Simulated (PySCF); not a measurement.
**BPH6 (SMILES [BH3-][PH3+]) at BLYP/def2-SVPD**

Aim: the energy change on altering one bond length of BPH6 at BLYP/def2-SVPD, from 2 runs. Input form: a Python script.

The calculation is run with PySCF 2.14.0.

2 further runs of the same task are left out: 2 set aside as unsound or not needed.

### 1 The system as given

BPH6: 8 atoms, total charge 0, spin state singlet. As SMILES, `[BH3-][PH3+]`. Geometry: relaxed at PBE0-D4/def2-TZVP.

Bond lengths: B1–P2 1.910 Å, B1–H3 1.209 Å, B1–H4 1.209 Å, B1–H5 1.209 Å, P2–H6 1.408 Å, P2–H7 1.409 Å, P2–H8 1.408 Å. Some angles: B1–P2–H6 118.0°, B1–P2–H7 118.1°, B1–P2–H8 118.0°, P2–B1–H3 103.8°, P2–B1–H4 103.8°, P2–B1–H5 103.8°, H6–P2–H7 99.7°, H6–P2–H8 99.7°, H7–P2–H8 99.7°, H3–B1–H4 114.5°.

### 2 The energy at BLYP/def2-SVPD

File calc.py:

```python
from pyscf import gto, dft

system = gto.Mole()
system.atom = '''
B     -0.556100     0.227200    -0.914000
P      0.433900    -0.181600     0.667700
H     -1.693400     0.343100    -0.520100
H     -0.367800    -0.730200    -1.628000
H     -0.055500     1.254200    -1.309900
H      0.418800     0.755700     1.718800
H      1.823100    -0.380300     0.547100
H      0.089200    -1.345200     1.382600
'''
system.max_memory = 1860
system.basis = 'def2-svpd'
system.verbose = 3
system.spin = 0
system.charge = 0
system.build()

mf = dft.RKS(system, xc='blyp')
mf.conv_tol = 1e-10
mf.grids.level = 5
mf.kernel()
if not mf.converged:
    mf = mf.newton().run(mf.mo_coeff, mf.mo_occ)

e_final = mf.e_tot
print('Final energy', e_final)
```

The run is started by

```
OMP_NUM_THREADS=1 python calc.py
```

The program printed:

```text
converged SCF energy = -369.615820323203
Final energy -369.6158203232028
```

Wall time 11 s (1 thread of Arm Neoverse V2, shared host); peak memory 0.45 GiB.

### 3 The distorted shape, same level

File input.py:

```python
from pyscf import gto, dft

mol = gto.Mole()
mol.atom = '''
B     -1.334670    -0.152868    -1.502771
P      0.536159    -0.925388     1.486209
H     -3.483856     0.066152    -0.758408
H     -0.978835    -1.962091    -2.852035
H     -0.104880     2.370095    -2.475352
H      0.507624     0.845853     3.472500
H      3.161366    -1.300876     1.258308
H     -0.115230    -3.124273     2.837174
'''
mol.spin = 0
mol.basis = 'def2-svpd'
mol.verbose = 3
mol.unit = 'bohr'
mol.max_memory = 1860
mol.charge = 0
mol.build()

mf = dft.RKS(mol, xc='blyp')
mf.grids.level = 5
mf.conv_tol = 1e-10
mf.kernel()
if not mf.converged:
    mf = mf.newton().run(mf.mo_coeff, mf.mo_occ)

e_final = mf.e_tot
print('E(%s) = %.9f' % ('BLYP', e_final))
```

The run is started by

```
OMP_NUM_THREADS=1 python input.py
```

The program printed:

```text
converged SCF energy = -369.589324325798
E(BLYP) = -369.589324326
```

Wall time 12 s (1 thread of Arm Neoverse V2, shared host); peak memory 0.45 GiB.

### 4 Results

Level: BLYP/def2-SVPD.

```
                                                         quantity          value
                                        first shape: total energy  -369.61582 Eh
                                       first shape: dipole moment         3.91 D
                                         first shape: HOMO energy       -7.18 eV
                                         first shape: LUMO energy       -0.63 eV
                                       first shape: HOMO–LUMO gap        6.55 eV
                                    distorted shape: total energy  -369.58932 Eh
                                   distorted shape: dipole moment         4.16 D
                                     distorted shape: HOMO energy       -6.47 eV
                                     distorted shape: LUMO energy       -0.70 eV
                                   distorted shape: HOMO–LUMO gap        5.77 eV
energy change with the B1–H5 bond stretched from 1.209 to 1.572 Å       0.721 eV
```

In words: With the B1–H5 bond stretched from 1.209 to 1.572 Å the energy rises by 0.72 eV (16.6 kcal/mol). The first shape isn't relaxed at this level, so the change isn't measured from a minimum. Mulliken charges (distorted shape) run from -1.36 on B1 to +0.41 on H4; in a basis this large or diffuse they mean little.
